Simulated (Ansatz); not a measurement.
# Al3H: the cost of one run

Program: Ansatz 0.2.0, Gaussian basis. Level of theory: cc-pVTZ, core rule «outside noble gas», up to 15 orbitals frozen. These are calculated values, not measurements.

The runs, in order: UHF; CCSD(T) on RHF; CCSD(T) on UHF; BCCD(T) on RHF; CCSDT(Q) on RHF; CCSDT(Q) on UHF.

4 further runs of the same task are left out: 4 set aside as unsound or not needed.

## Step 1: The system

The geometry is a PBE0/def2-TZVP stationary point (not a proven minimum).

4 atoms, charge 0, spin multiplicity 1.

Atoms are counted from 1 here; the program's logs count them from 0.

Bond lengths: Al1–Al2 2.725 Å, Al2–Al3 2.725 Å, Al2–H4 1.829 Å. Angles: Al1–Al2–Al3 106.7°, Al1–Al2–H4 53.4°, Al3–Al2–H4 53.4°.

## Step 2: UHF

Contents of in.yaml:

```yaml
crystal:
  periodic: [false, false, false]
  atoms:
    - {symbol: Al, position_ang: [0.000000, 0.532764, 2.186919]}
    - {symbol: Al, position_ang: [0.000000, -1.093027, 0.000000]}
    - {symbol: Al, position_ang: [0.000000, 0.532764, -2.186919]}
    - {symbol: H, position_ang: [0.000000, 0.736113, 0.000000]}
basis:
  gaussian: {orbitals: cc-pVTZ}
magnetization: {spin_polarized: true, initial_magnetization: 0}
hamiltonian: {xc: hf}
output: {orbitals: {seedname: orbitals}}
```

Command:

```
$ ansatz run in.yaml --threads 1 --pin off --events-out ev --progress --plain --max-ram 4096MiB --backend cpu
```

Q: Estimate wall time and peak memory on 1 thread of AMD EPYC 7R13, shared host.

About 23 s, with a peak of 0.35 GiB.
